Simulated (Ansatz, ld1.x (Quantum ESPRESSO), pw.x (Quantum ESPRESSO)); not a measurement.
## pw.x on bcc Ga: one setting changed

Potential: norm-conserving Troullier–Martins (Kleinman–Bylander form), ld1.x (Quantum ESPRESSO) 7.5, PBEsol; core [Ar] 3d10, reference 4s1.5 4p1.5; waves: 4p (bound): rc 2.80 bohr; 4d channel at 0.2 Ry: rc 3.00 bohr; 4s (bound): rc 1.80 bohr; local part: the s channel; core correction: a·sin(br)/r model core, default radius (core density twice the valence density).

The reference run (k-mesh 14³, cutoffs 50/200 Ry, Fermi–Dirac 0.01 Ry, mixing_beta 0.4, conv_thr 1e-9, no spin) gives -0.96 GPa at 18.120 Å³/atom, where all-electron LAPW gives -0.58 GPa. This run, with its own iteration cap, changes degauss to 0.002.

```
&control
  calculation='scf', prefix='x', pseudo_dir='./', outdir='./tmp', tstress=.true., disk_io='none'
/
&system
  ibrav=0, nat=1, ntyp=1, ecutwfc=50, ecutrho=200, nbnd=8,
  occupations='smearing', smearing='fd', degauss=0.002
/
&electrons
  conv_thr=1e-09, mixing_beta=0.4, electron_maxstep=60
/
ATOMIC_SPECIES
Ga 1.0 Ga.UPF
CELL_PARAMETERS angstrom
  -1.65462431 1.65462431 1.65462431
  1.65462431 -1.65462431 1.65462431
  1.65462431 1.65462431 -1.65462431
ATOMIC_POSITIONS crystal
Ga 0.0000 0.0000 0.0000
K_POINTS automatic
14 14 14 0 0 0
```

```bash
pw.x < Ga.scf.in > Ga.scf.out
```

Problem. How does the run end?

Solution. It converges in 6 iterations; the free energy moves by +11.9 meV/atom and the pressure by -0.20 GPa. In a metal, with Fermi–Dirac smearing, F lies below its zero-width value by a term in the square of the width.

```
Message from routine setup:
     using ibrav=0 with symmetry is DISCOURAGED, use correct ibrav instead
     lattice parameter (alat)  =       5.4158  a.u.
     unit-cell volume          =     122.2798 (a.u.)^3
     number of electrons       =         3.00
     number of Kohn-Sham states=            8
     kinetic-energy cutoff     =      50.0000  Ry
     charge density cutoff     =     200.0000  Ry
     scf convergence threshold =      1.0E-09
     Exchange-correlation= PBESOL
     number of k points=   104  Fermi-Dirac smearing, width (Ry)=  0.0020
     iteration #  1     ecut=    50.00 Ry     beta= 0.40
     c_bands:  1 eigenvalues not converged
     c_bands:  1 eigenvalues not converged
     c_bands:  1 eigenvalues not converged
     c_bands:  2 eigenvalues not converged
     total energy              =      -7.35070218 Ry
     estimated scf accuracy    <       0.00059642 Ry
     iteration #  2     ecut=    50.00 Ry     beta= 0.40
     total energy              =      -7.35061602 Ry
     estimated scf accuracy    <       0.00018411 Ry
     iteration #  3     ecut=    50.00 Ry     beta= 0.40
     c_bands:  1 eigenvalues not converged
     total energy              =      -7.35062869 Ry
     estimated scf accuracy    <       0.00000115 Ry
     iteration #  4     ecut=    50.00 Ry     beta= 0.40
     c_bands:  1 eigenvalues not converged
     total energy              =      -7.35062975 Ry
     estimated scf accuracy    <       0.00000002 Ry
     iteration #  5     ecut=    50.00 Ry     beta= 0.40
     total energy              =      -7.35062976 Ry
     estimated scf accuracy    <          5.7E-09 Ry
     iteration #  6     ecut=    50.00 Ry     beta= 0.40
     the Fermi energy is     6.1373 ev
!    total energy              =      -7.35062976 Ry
     estimated scf accuracy    <          1.4E-10 Ry
     smearing contrib. (-TS)   =      -0.00010234 Ry
     The total energy is F=E-TS. E is the sum of the following terms:
     one-electron contribution =       2.68481440 Ry
     hartree contribution      =       0.01462574 Ry
     xc contribution           =      -4.81246601 Ry
     ewald contribution        =      -5.23750155 Ry
     convergence has been achieved in   6 iterations
          total   stress  (Ry/bohr**3)                   (kbar)     P=      -11.58
     Message from routine punch:
     Nothing written, as per user request (disk_io='none')
```

The run took about 5 s on one core of a shared host (Neoverse-V2, 192 threads, 742 GiB, load 39).
